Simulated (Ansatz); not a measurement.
Run this with the Python package of Ansatz (0.2.0) and show what comes out.

Input file `c2h4.xyz`:
```text
6

C    -0.08688   -0.63679   -0.14222
C     0.08665    0.63672    0.14216
H     0.03118   -1.40901    0.60040
H    -0.35624   -0.96985   -1.13123
H    -0.02925    1.40908   -0.60062
H     0.35454    0.96985    1.13152
```

`run_scan.py`
```python
'''Stretching a bond of C2H4, the rest held rigid.'''

import ansatz as az
import numpy as np

molecule = az.Crystal.molecule_from_extxyz('c2h4.xyz')

symbols = [site.symbol for site in molecule.cartesian_sites]
start = np.array([site.position_ang for site in molecule.cartesian_sites])
axis = (start[1] - start[0]) / np.linalg.norm(start[1] - start[0])
moving = [1, 4, 5]
lengths, energies = [1.158, 1.211, 1.264, 1.316, 1.369, 1.422, 1.474, 1.553], []
for length in lengths:
    xyz = start.copy()
    xyz[moving] += (length - np.linalg.norm(start[1] - start[0])) * axis
    point = az.Crystal.molecule()
    for symbol, place in zip(symbols, xyz):
        point = point.atom(symbol, place.tolist())
    model = point.calculation()
    model = model.basis(gaussian='def2-TZVP').correlation('CCSD(T)')
    r = model.run().report
    energies.append(r['free_energy_ev'])
    print(f'r = {length:6.3f} A  E = {energies[-1]:.5f} eV  <S^2> = {abs(r["mean_field"]["state"]["spin_squared"]):.3f}')

# quartic fit about the minimum
fit = np.polynomial.Polynomial.fit(lengths, np.array(energies) - min(energies), 4).convert()
roots = [r.real for r in fit.deriv().roots() if abs(r.imag) < 1e-9 and fit.deriv(2)(r.real) > 0]
r_e = min(roots, key=lambda r: abs(r - lengths[int(np.argmin(energies))]))
print(f'minimum of the fit at {r_e:.4f} A, force constant {fit.deriv(2)(r_e):.2f} eV/A^2')
```

```console
$ python run_scan.py
r =  1.158 A  E = -2132.83597 eV  <S^2> = 0.000
r =  1.211 A  E = -2133.57754 eV  <S^2> = 0.000
r =  1.264 A  E = -2133.99068 eV  <S^2> = 0.000
r =  1.316 A  E = -2134.15485 eV  <S^2> = 0.000
r =  1.369 A  E = -2134.13797 eV  <S^2> = 0.000
r =  1.422 A  E = -2133.98336 eV  <S^2> = 0.000
r =  1.474 A  E = -2133.73427 eV  <S^2> = 0.000
r =  1.553 A  E = -2133.23201 eV  <S^2> = 0.000
minimum of the fit at 1.3359 A, force constant 59.11 eV/A^2
```

Total energies depend on the basis set; only differences at equal settings carry meaning. The rest of the molecule is held rigid at a force-field or estimated start geometry, and the basis set is modest; single-reference methods fail as a bond breaks. The orbitals are restricted, so S² is zero by construction. S² is that of the Hartree-Fock reference. It ran for 24 s on 1 thread of Arm Neoverse V1 (shared host), peak memory 0.31 GiB.
